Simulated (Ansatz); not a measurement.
## Relative energies of C4H6 isomers

2 of its isomers, all singlets with charge 0: A = 1-methylcyclopropene `CC1=CC1`; B = 2-butyne `CC#CC`.

Shapes, held fixed at every level: PBE0-D4/def2-TZVP. Programs: Ansatz 0.2.0.

A:

```xyz
10

C    -1.0438    0.7591   -0.6957
C    -0.0693   -0.1369   -0.0650
C     0.4026   -1.3099    0.1857
C     1.1507   -0.1687    0.8054
H    -1.7886    0.2047   -1.2693
H    -1.5575    1.3576    0.0626
H    -0.5378    1.4629   -1.3633
H     0.3548   -2.3795    0.0723
H     1.0560    0.0247    1.8760
H     2.1158    0.1348    0.3943
```

B:

```xyz
10

C    -0.9884    1.2113   -1.3181
C    -0.2839    0.3510   -0.3856
C     0.2998   -0.3615    0.3865
C     1.0051   -1.2215    1.3187
H    -1.5556    0.6232   -2.0442
H    -1.6913    1.8654   -0.7958
H    -0.2913    1.8447   -1.8726
H     2.0830   -1.1952    1.1396
H     0.8302   -0.9092    2.3515
H     0.6755   -2.2593    1.2230
```

Electronic energies in kJ/mol, without zero-point or thermal terms.

Problem. From chemical knowledge, estimate the order of stability.

Solution. B < A in rising energy, over a span of 94 kJ/mol, by CCSD(T)/CBS estimate. All levels agree on that. The B − A difference spans -105.4 to -68.9 kJ/mol over the levels. The CBS estimate extrapolates MP2 from def2-TZVPP and def2-QZVPP and adds CCSD(T) − MP2 in the triple-zeta set, cores frozen.

```tsv
level	kind	B − A
HF/def2-SVP	Hartree–Fock	-105.4
SPW92/def2-TZVPP	LDA	-68.9
PBE-D4/def2-TZVPP	GGA	-77.5
B3LYP-D4/def2-TZVPP	global hybrid	-95.4
BHLYP-D4/def2-TZVPP	global hybrid	-96.9
B2PLYP/def2-TZVPP	double hybrid	-99.4
CCSD(T)/def2-SVP	coupled cluster or CI	-85.6
CCSD(T)/CBS estimate	coupled cluster or CI	-93.5
```
